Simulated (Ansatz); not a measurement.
A made-up structure of BH2O2 (charge -1), singlet:

```tsv
atom	x (Å)	y (Å)	z (Å)
O1	-0.1198	-1.5731	-0.3241
B2	-0.3952	-0.1614	-0.2169
O3	0.6053	0.9188	0.4460
H4	-1.5415	0.4956	-0.6552
H5	1.4512	0.3202	0.7502
```

It is relaxed with PBE-D4/def2-SVPD and then PBE0-D4/def2-TZVPD (Ansatz 0.2.0). Atoms count as bonded within 1.22 times the sum of their covalent radii (H–H: 0.88 Å). The end point is not checked to be a true minimum.

Task: Does its bonding change? (A judgement: the text doesn't fix the answer.)

Result: The calculation gives: No: no bond forms or breaks.

Where it ends: The first stage lowers the energy by 1.10 eV in 5 steps. It ends as BH₂O₂ ([O][BH][OH]), total charge -1:
| atom | x (Å) | y (Å) | z (Å) |
| --- | --- | --- | --- |
| O1 | -0.1070 | -1.4043 | -0.2893 |
| B2 | -0.3528 | -0.1439 | -0.1936 |
| O3 | 0.5406 | 0.8203 | 0.3983 |
| H4 | -1.3766 | 0.4425 | -0.5851 |
| H5 | 1.2957 | 0.2854 | 0.6697 |

Labels in which every atom is bracketed show which atoms are joined, not bond orders.

For scale, one of the runs: PBE0-D4/def2-TZVPD relaxation, 135 basis functions, launched by `ansatz run in.yaml --threads 2 --pin off --events-out ev --progress --plain --max-ram 4352MiB`. The run took about 6.5 s on 2 CPU threads of an AMD EPYC 7B13 (shared host).
